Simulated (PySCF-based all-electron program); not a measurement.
## PH2, doublet: all-electron forces

All-electron Kohn–Sham DFT on the free molecule, computed near the basis limit with an in-house program on PySCF integrals; the spin-free Dirac equation, no spin–orbit coupling, spin-unrestricted, lowest state found (another of this spin can lie close). Forces are good to about 0.004 eV/Å. Atoms are numbered as listed.

Shape A:

```xyz
3

P     0.0000    0.0000    0.0000
H     0.0000    0.0000    1.4180
H     1.4174    0.0000   -0.0421
```

PBE forces:

| atom | Fx | Fy | Fz (eV/Å) |
| --- | --- | --- | --- |
| P1 | -0.355 | 0.000 | -0.345 |
| H2 | 0.034 | 0.000 | 0.320 |
| H3 | 0.321 | 0.000 | 0.025 |

(1) What forces does r2SCAN give in shape A?

Shape B:

| atom | x (Å) | y (Å) | z (Å) |
| --- | --- | --- | --- |
| P | 0.0574 | -0.0733 | 0.0579 |
| H | -0.0223 | 0.0259 | 1.4304 |
| H | 1.4849 | -0.0310 | 0.0506 |

Against shape A, P1–H2 goes from 1.418 to 1.378 Å, P1–H3 goes from 1.418 to 1.428 Å.

PBE forces:

```tsv
atom	Fx	Fy	Fz (eV/Å)
P1	-0.154	-0.104	-1.337
H2	0.055	0.092	1.217
H3	0.099	0.012	0.120
```

(2) What forces does r2SCAN give in shape B?

Shape C:

```xyz
3

P     0.0000    0.0000    0.0000
H     0.0000    0.0000    1.2762
H     1.4174    0.0000   -0.0421
```

Against shape A, P1–H2 goes from 1.418 to 1.276 Å.

PBE forces:

| atom | Fx | Fy | Fz (eV/Å) |
| --- | --- | --- | --- |
| P1 | -0.301 | 0.000 | -4.486 |
| H2 | -0.006 | 0.000 | 4.501 |
| H3 | 0.307 | 0.000 | -0.015 |

(3) What forces does r2SCAN give in shape C?

Answers

(1) The forces move by 0.283 eV/Å (r.m.s. over the atoms) from PBE.

| atom | Fx | Fy | Fz (eV/Å) |
| --- | --- | --- | --- |
| P1 | -0.102 | 0.000 | -0.099 |
| H2 | 0.021 | 0.000 | 0.080 |
| H3 | 0.081 | 0.000 | 0.019 |

(2) The forces move by 0.278 eV/Å (r.m.s. over the atoms) from PBE.

```
atom      Fx      Fy  Fz (eV/Å)
  P1   0.082  -0.078     -1.091
  H2   0.059   0.074      0.979
  H3  -0.141   0.004      0.112
```

(3) The forces move by 0.273 eV/Å (r.m.s. over the atoms) from PBE.

```json
{"atom": "P1", "Fx": "-0.048", "Fy": "0.000", "Fz (eV/Å)": "-4.254"}
{"atom": "H2", "Fx": "-0.023", "Fy": "0.000", "Fz (eV/Å)": "4.277"}
{"atom": "H3", "Fx": "0.071", "Fy": "0.000", "Fz (eV/Å)": "-0.023"}
```
